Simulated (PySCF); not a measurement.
Gas-phase reaction: 2 Al(OH)3 + 3 Cl2 → 2 AlCl3.H2O + 2 HO2

Energies from PySCF (xtb for GFN2), thermal terms from the rigid-rotor harmonic-oscillator model, ideal gas at 1 bar. † marks an energy on the PBE0/def2-TZVP geometry and frequencies; other levels use their own. MP2 and CCSD(T) freeze the core. 6-31G* has spherical d functions here. Open shells (unrestricted): HO2 (multiplicity 2); the rest are closed-shell singlets. GFN2 has no spin-polarisation term. Adducts (AlCl3.H2O) have no counterpoise correction, and HF, PBE, BLYP, B3LYP and PBE0 lack dispersion. Al(OH)3, AlCl3.H2O: computed as isolated molecules; such fragments, hydroxides, amides, oligomers or adducts are transient or little studied in the gas. MP2 isn't extrapolated to the basis-set limit; its ΔH°(298 K) is -37.3 kJ in def2-SVP and 148.2 kJ in def2-TZVPP. CCSD(T) isn't extrapolated to the basis-set limit; its ΔH°(298 K) is -85.0 kJ in def2-SVP and 85.1 kJ in def2-TZVPP. The harmonic model lacks anharmonicity and excited electronic states, which grow with temperature; levels with a mode under 35 cm⁻¹ are left out. Soft modes under 120 cm⁻¹ make the harmonic entropy rough for AlCl3.H2O.

ΔH° and ΔS° at 298 K: CCSD(T)/def2-TZVPP† 85 kJ, -65 J/K; GFN2-xTB 542 kJ, -25 J/K; HF/6-31G* -216 kJ, -62 J/K; HF/def2-TZVP† -58 kJ, -65 J/K; MP2/def2-SVP† -37 kJ, -65 J/K; PBE/def2-TZVP† 69 kJ, -65 J/K.

Q: With the heat capacities included, give log10 K (1 bar) at 500, 600, 1600, 2000, 2500 K from CCSD(T)/def2-TZVPP†, GFN2-xTB, HF/6-31G*, HF/def2-TZVP†, MP2/def2-SVP†, PBE/def2-TZVP†.

A: 
| T (K) | CCSD(T)/def2-TZVPP† | GFN2-xTB | HF/6-31G* | HF/def2-TZVP† | MP2/def2-SVP† | PBE/def2-TZVP† |
|---|---|---|---|---|---|---|
| 500 | -12.3 | -58.0 | 19.3 | 2.7 | 0.5 | -10.6 |
| 600 | -10.8 | -48.5 | 15.6 | 1.6 | -0.2 | -9.4 |
| 1600 | -6.4 | -19.1 | 3.6 | -1.7 | -2.4 | -5.8 |
| 2000 | -5.8 | -15.6 | 2.2 | -2.1 | -2.6 | -5.4 |
| 2500 | -5.4 | -12.7 | 1.0 | -2.4 | -2.8 | -5.0 |
